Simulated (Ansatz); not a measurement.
Born–Oppenheimer molecular dynamics of BFH2 (4 atoms, charge 0, multiplicity 1). It goes on from the last frame of an earlier run, with new velocities.

All numbers below come from RHF/def2-SVP (Ansatz 0.2.0).

```yaml
ensemble: NVE (velocity Verlet)
time_step: 0.5 fs
steps_asked: 150
starting_velocities_drawn_for: 2000 K
masses: H 3.016 u
seed: 185390
```

First frame:

```xyz
4
Properties=species:S:1:pos:R:3
B -0.004 -0.004 -0.017
F 0.004 -0.003 1.302
H 0.993 0.178 -0.631
H -1.026 -0.087 -0.552
```

**Question.** How far do the bonds stretch over the last three quarters of this one trajectory? (Pairs bonded in most of those frames.)

**Answer.** 
```tsv
bond	mean (Å)	spread (Å)	shortest	longest
B1–F2	1.320	0.062	1.21	1.42
B1–H3	1.207	0.035	1.14	1.26
B1–H4	1.211	0.047	1.12	1.29
```

Mean temperature of the second half: 1143 K. The conserved energy stayed within 0.29 meV per atom of its start (net change 0.01 meV per atom), so the integration is sound. Over the second half the temperature averaged 0.57 of the 2000 K drawn at the start: a run that starts near a minimum puts about half its kinetic energy into the potential. A run of 0.075 ps of so small a system gives no equilibrium averages.

Run time: 18 s on 1 thread of Arm Neoverse V2, with other jobs on the host, peak memory 0.069 GiB.
